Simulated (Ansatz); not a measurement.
# C2H7B: a ladder of functionals and wavefunction methods

How much do the methods differ for C2H7B? The plan is to run it at one geometry with functionals of several rungs and with coupled cluster, and see how far each lands from CCSD(T) at the basis-set limit for the atomisation energy.

The runs use Ansatz 0.2.0, Gaussian basis; functionals in def2-TZVPP, the program's frozen cores in correlated methods.

The runs, in order: LDA (SPW92), PBE-D4, revPBE-D4, BLYP-D4, r2SCAN-D4, B97M-V, PBE0-D4, B3LYP-D4, r2SCANh-D4, r2SCAN0-D4, HSE06-D4, BHLYP-D4, CAM-B3LYP-D4, LC-ωPBE, ωB97X-V, ωB97M-V, B2PLYP, PBE-QIDH; CCSD(T)/def2-SVP; CCSD(T)/def2-TZVPP; MP2/def2-QZVPP; extrapolation to the limit; RPA on PBE.

1 further run of the same task is left out (it didn't finish).

### 1 The geometry

An earlier PBE0-D4 in a triple-zeta def2 set relaxation fixed the geometry.

10 atoms, charge 0, spin multiplicity 1.

Atoms are counted from 1 here; the program's logs count them from 0.

Bond lengths: B1–C2 1.551 Å, B1–H4 1.200 Å, B1–H5 1.199 Å, C2–C3 1.522 Å, C2–H6 1.102 Å, C2–H7 1.102 Å, C3–H8 1.093 Å, C3–H9 1.093 Å, C3–H10 1.093 Å. Angles: C2–B1–H4 122.2°, C2–B1–H5 119.5°, H4–B1–H5 118.3°, B1–C2–C3 118.3°, B1–C2–H6 106.6°, B1–C2–H7 106.4°, C3–C2–H6 111.1°, C3–C2–H7 111.1°, H6–C2–H7 102.1°, C2–C3–H8 112.2°, C2–C3–H9 111.1°, C2–C3–H10 111.1°, H8–C3–H9 107.6°, H8–C3–H10 107.6°, H9–C3–H10 107.0°.

### 2 LDA

This LDA is Slater exchange with PW92 correlation.

Contents of in.yaml:

```yaml
crystal:
  periodic: [false, false, false]
  atoms:
    - {symbol: B, position_ang: [-0.923210, 0.854798, -0.729486]}
    - {symbol: C, position_ang: [0.421651, 0.293702, -0.198976]}
    - {symbol: C, position_ang: [0.384679, -0.913562, 0.727584]}
    - {symbol: H, position_ang: [-1.979572, 0.366607, -0.436251]}
    - {symbol: H, position_ang: [-0.919642, 1.807106, -1.458273]}
    - {symbol: H, position_ang: [0.950743, 1.138143, 0.271351]}
    - {symbol: H, position_ang: [1.046765, 0.094146, -1.084459]}
    - {symbol: H, position_ang: [1.384300, -1.226748, 1.039260]}
    - {symbol: H, position_ang: [-0.190330, -0.697610, 1.631363]}
    - {symbol: H, position_ang: [-0.092286, -1.767782, 0.240887]}
basis:
  gaussian: {orbitals: def2-TZVPP}
hamiltonian: {xc: lda}
output: {orbitals: {seedname: orbitals}}
```

The runs that follow: PBE-D4 (GGA); revPBE-D4 (GGA); BLYP-D4 (GGA); r2SCAN-D4 (meta-GGA); B97M-V (meta-GGA); PBE0-D4 (hybrid); B3LYP-D4 (hybrid); r2SCANh-D4 (hybrid); r2SCAN0-D4 (hybrid); HSE06-D4 (hybrid); BHLYP-D4 (hybrid); CAM-B3LYP-D4 (range-separated); LC-ωPBE-D4 (range-separated); ωB97X-V (range-separated); ωB97M-V (range-separated); B2PLYP (double hybrid); PBE-QIDH (double hybrid); CCSD(T) in def2-SVP; CCSD(T) in def2-TZVPP; MP2 in def2-QZVPP; RPA on PBE orbitals.

Before running them: what should the planned runs give, taken together? Wanted: atomisation energy, CCSD(T)/CBS; farthest beyond LDA; mean size of error, GGA; mean size of error, meta-GGA; mean size of error, hybrid; mean size of error, range-separated; mean size of error, double hybrid; gap, smallest and largest; T1 diagnostic.

The runs gave:

```
                               quantity                                                                           value
        atomisation energy, CCSD(T)/CBS                                                                       38.139 eV
    functionals within 0.191 eV (0.5 %)  revPBE-D4, BLYP-D4, r2SCANh-D4, r2SCAN0-D4, LC-ωPBE, ωB97X-V, B2PLYP, PBE-QIDH
                    farthest beyond LDA                                                              PBE-D4 (+0.518 eV)
                mean size of error, GGA                                                                        0.258 eV
           mean size of error, meta-GGA                                                                        0.241 eV
             mean size of error, hybrid                                                                        0.218 eV
    mean size of error, range-separated                                                                        0.211 eV
      mean size of error, double hybrid                                                                        0.093 eV
              gap, smallest and largest                                       4.90 eV (LDA (SPW92)), 12.69 eV (LC-ωPBE)
                          T1 diagnostic                                                                          0.0090
triples share of the correlation energy                                                                           3.3 %
```

In words: The LDA atomisation energy is off by 4.586 eV (12 %): it overbinds. PBE-D4 misses by +0.518 eV. Double hybrids carry the basis error of their MP2 part in triple zeta, and no dispersion term here, so their miss is partly the set-up's. Taken by rung, double hybrid functionals do best (0.093 eV on average) and GGA ones worst beyond LDA (0.258 eV). Misses under about 0.191 eV are within the doubt on the reference itself, which lacks core-valence correlation, relativity and higher excitations. Hartree-Fock recovers 78 % of the binding; the rest is correlation. CCSD(T) in def2-SVP is off by -1.335 eV, more than most functionals: a good method in a small basis is no reference. The gap grows from 4.9 to 12.7 eV across the functionals, mostly with the share of exact exchange.
